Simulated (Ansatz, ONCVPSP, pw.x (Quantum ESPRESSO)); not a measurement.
aluminium: does the ONCV potential hold in the solid?

ONCVPSP 4.0.1.1 (patched build) input, shortened (lines: element, Z, core and valence counts, functional; n l f; lmax; l rc ep ncon nbas qcut; lloc lpopt rc5 dvloc0; l nproj debl; icmod fcfact rcfact), PBEsol, scalar-relativistic:

```
  Al 13.00    3    2  -116133      upf
    1    0    2.00
    2    0    2.00
    2    1    6.00
    3    0    2.00
    3    1    1.00
    2
    0    2.25    0.00    4    7    2.40
    1    2.35    0.00    5    8    4.10
    2    2.35    0.39    4    9    4.00
    4    5    1.70    0.00
    0    1    1.60
    1    2    1.00
    2    2    3.40
    0    0.00    0.00
```

Atomic tests: cutoffs needed: 15 Ha and 23 Ha (the cutoffs (Ha) at which the residual kinetic energy of the hardest occupied pseudo-wave falls to 1 and 0.1 mHa per electron) The cutoffs count occupied waves only; projector 2 of the d channel, the hardest unoccupied one, needs 65 Ha at the loose tolerance.; ghost test: no bound ghost flagged; no localised positive-energy state flagged; largest excitation error: +20 meV (all-electron minus pseudo) for 3s1 3p0, out of 4 test configurations.

Crystal test: fcc Al in pw.x 7.5, no spin, 14³ k-points, Fermi–Dirac smearing 0.01 Ry, cutoffs 55/220 Ry. The lattice is a test structure that the element need not adopt, and mesh and smearing are coarse.

pw.x input:

```
&control
  calculation='scf', prefix='x', pseudo_dir='./', outdir='./tmp', tstress=.true., disk_io='low'
/
&system
  ibrav=0, nat=1, ntyp=1, ecutwfc=55, ecutrho=220, nbnd=8,
  occupations='smearing', smearing='fd', degauss=0.01
/
&electrons
  conv_thr=1e-09, mixing_beta=0.4, electron_maxstep=70
/
ATOMIC_SPECIES
Al 1.0 Al.UPF
CELL_PARAMETERS angstrom
  0.00000000 2.00858807 2.00858807
  2.00858807 0.00000000 2.00858807
  2.00858807 2.00858807 0.00000000
ATOMIC_POSITIONS crystal
Al 0.0000 0.0000 0.0000
K_POINTS automatic
14 14 14 0 0 0
```

```bash
pw.x < Al.scf.in > Al.scf.out
```

Task: How does the run end?

Result: It converges; the pressure is -0.31 GPa against -0.16 GPa from all-electron LAPW.  The log shows:

```
Message from routine setup:
     using ibrav=0 with symmetry is DISCOURAGED, use correct ibrav instead
     lattice parameter (alat)  =       5.3679  a.u.
     unit-cell volume          =     109.3703 (a.u.)^3
     number of electrons       =         3.00
     number of Kohn-Sham states=            8
     kinetic-energy cutoff     =      55.0000  Ry
     charge density cutoff     =     220.0000  Ry
     scf convergence threshold =      1.0E-09
     Exchange-correlation= PBESOL
     number of k points=   104  Fermi-Dirac smearing, width (Ry)=  0.0100
     iteration #  1     ecut=    55.00 Ry     beta= 0.40
     total energy              =      -4.16940737 Ry
     estimated scf accuracy    <       0.00613064 Ry
     iteration #  2     ecut=    55.00 Ry     beta= 0.40
     total energy              =      -4.16907568 Ry
     estimated scf accuracy    <       0.00203679 Ry
     iteration #  3     ecut=    55.00 Ry     beta= 0.40
     total energy              =      -4.16910711 Ry
     estimated scf accuracy    <       0.00000227 Ry
     iteration #  4     ecut=    55.00 Ry     beta= 0.40
     total energy              =      -4.16910795 Ry
     estimated scf accuracy    <       0.00000031 Ry
     iteration #  5     ecut=    55.00 Ry     beta= 0.40
     total energy              =      -4.16910798 Ry
     estimated scf accuracy    <       0.00000002 Ry
     iteration #  6     ecut=    55.00 Ry     beta= 0.40
     the Fermi energy is     8.0256 ev
!    total energy              =      -4.16910798 Ry
     estimated scf accuracy    <          6.9E-10 Ry
     smearing contrib. (-TS)   =      -0.00203976 Ry
     The total energy is F=E-TS. E is the sum of the following terms:
     one-electron contribution =       2.87060216 Ry
     hartree contribution      =       0.00668890 Ry
     xc contribution           =      -1.60873984 Ry
     ewald contribution        =      -5.43561945 Ry
     convergence has been achieved in   6 iterations
          total   stress  (Ry/bohr**3)                   (kbar)     P=       -3.10
```
